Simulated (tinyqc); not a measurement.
Inside a calculation. Method: ROHF in the sto-3g basis, for OH+, spin multiplicity 3. This run ends on a higher stationary point, not on the lowest solution. Computed by tinyqc, a small Python program that keeps every step (integrals from PySCF). Settings: charge = 1, multiplicity = 3, basis = sto-3g, energy threshold = 1e-09, iteration cap = 51, orthogonalisation = symmetric, start = highest core orbitals, DIIS depth = 8, method = ROHF. Command: `OMP_NUM_THREADS=1 python tinyqc.py 26797 26798 out.jsonl` (the two numbers bound the seeds that draw the settings). One thread of a shared host (Intel(R) Xeon(R) Processor @ 2.60GHz), about 0.07 s of CPU time with the checks.

Geometry (angstrom):
```
atom         x         y         z
O     0.000000  0.000000  0.000000
H     0.000000  0.000000  1.575000
```

Stop when the energy changes by less than 1e-09 hartree and every element of the error matrix X^T (F D S - S D F) X is below 9e-06.

Course of the cycle:
```
iteration   E (hartree)     change  largest element of the error matrix
1          -28.56937336          -                             1.28e-01
2          -73.76483717  -4.52e+01                             1.35e-01
3          -73.79026766  -2.54e-02                             1.21e-01
4          -73.80575241  -1.55e-02                             1.13e-01
5          -73.80736256  -1.61e-03                             1.14e-01
6          -73.80903086  -1.67e-03                             1.13e-01
7          -73.84877196  -3.97e-02                             7.90e-02
8          -73.84416607   4.61e-03                             8.52e-02
9          -73.86561384  -2.14e-02                             4.07e-02
10         -73.87051554  -4.90e-03                             1.57e-02
11         -73.87119612  -6.81e-04                             9.32e-03
12         -73.87152898  -3.33e-04                             3.39e-03
13         -73.87158108  -5.21e-05                             1.72e-04
14         -73.87158125  -1.72e-07                             1.59e-05
15         -73.87158125  -5.48e-10                             6.69e-06
```

Can the last value be used, and what does the course show?

No, though the log alone does not show it. Converged in 15 iterations. But the solution lies 0.09001 hartree above the reference: it is another stationary point, not the lowest one. Reruns (cap 100 unless said): atomic densities as start, DIIS 8: converged in 7. PySCF ROHF in the same basis = -73.96159572 hartree.
